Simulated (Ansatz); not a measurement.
# BOSi: the cost of one run

Computed with Ansatz 0.2.0, Gaussian basis. Level: def2-QZVPP, all electrons in the functionals, frozen cores in the correlation of double hybrids and RPA.

Plan: B2PLYP, at charge 0, doublet; charge 0, quartet; charge 1, singlet; charge 1, triplet.

2 further runs of the same task are left out: 2 set aside as unsound or not needed.

### 1 The geometry

The geometry is a PBE0/def2-TZVP stationary point (not a proven minimum).

3 atoms, charge 0, spin multiplicity 2.

Atoms are counted from 1 here; the program's logs count them from 0.

Bond lengths: B1–O2 1.292 Å, O2–Si3 1.680 Å. Angles: B1–O2–Si3 180.0°.

Coordinates:

```xyz
3
BOSi
B     0.0000    0.0000   -1.4214
O     0.0000    0.0000   -0.1292
Si    0.0000    0.0000    1.5506
```

No dispersion term is added.

The geometry shown and the zero of energy belong to the point charge 0, doublet. The yardstick, UCCSD(T), and other wave-function levels (R restricted, U unrestricted, valence and pair active spaces) come from earlier runs.

### 2 B2PLYP, charge 0, doublet

Contents of in.yaml:

```yaml
crystal:
  periodic: [false, false, false]
  atoms:
    - {symbol: B, position_ang: [0.000000, 0.000000, -1.421400]}
    - {symbol: O, position_ang: [0.000000, 0.000000, -0.129200]}
    - {symbol: Si, position_ang: [0.000000, 0.000000, 1.550600]}
basis:
  gaussian: {orbitals: "def2-QZVPP.json"}
magnetization: {spin_polarized: true, initial_magnetization: 1}
hamiltonian: {xc: {name: B2PLYP}}
correlation: {electrons: outside_noble_gas}
```

Started as:

```console
> ansatz run in.yaml --threads 1 --pin off --events-out ev --progress --plain --max-ram 2393MiB
```

What time and memory should one allow on 1 thread of Arm Neoverse V2, shared host?

About 18 s, with a peak of 0.41 GiB.
